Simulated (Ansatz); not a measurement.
```yaml
crystal:
  periodic: [false, false, false]
  atoms:
    - {symbol: C, position_ang: [-0.418941, -0.580804, 1.978818]}
    - {symbol: C, position_ang: [0.094698, -0.718406, 0.559396]}
    - {symbol: O, position_ang: [-0.622202, -1.717576, -0.150378]}
    - {symbol: C, position_ang: [0.086828, 0.608093, -0.185420]}
    - {symbol: C, position_ang: [0.721710, 0.524976, -1.560227]}
    - {symbol: O, position_ang: [0.747374, 1.771487, -2.226741]}
    - {symbol: H, position_ang: [-0.412201, -1.549464, 2.481545]}
    - {symbol: H, position_ang: [0.194717, 0.115057, 2.555514]}
    - {symbol: H, position_ang: [-1.445730, -0.198630, 1.981342]}
    - {symbol: H, position_ang: [1.122933, -1.096506, 0.588877]}
    - {symbol: H, position_ang: [-1.556649, -1.491536, -0.116270]}
    - {symbol: H, position_ang: [0.615250, 1.364546, 0.403778]}
    - {symbol: H, position_ang: [-0.953464, 0.953203, -0.277901]}
    - {symbol: H, position_ang: [1.767448, 0.219916, -1.464523]}
    - {symbol: H, position_ang: [0.216421, -0.239951, -2.161218]}
    - {symbol: H, position_ang: [-0.158179, 2.035578, -2.406602]}
basis:
  gaussian: {orbitals: def2-TZVPPP}
hamiltonian: {xc: {name: B97M-V}}
```

```sh
$ ansatz run in.yaml --threads 2 --pin off --events-out ev --progress --plain --max-ram 22528MiB --backend cpu
```

It prints (some lines left out):

```
Error: <dir> can't be read: No such file or directory (os error 2)
```
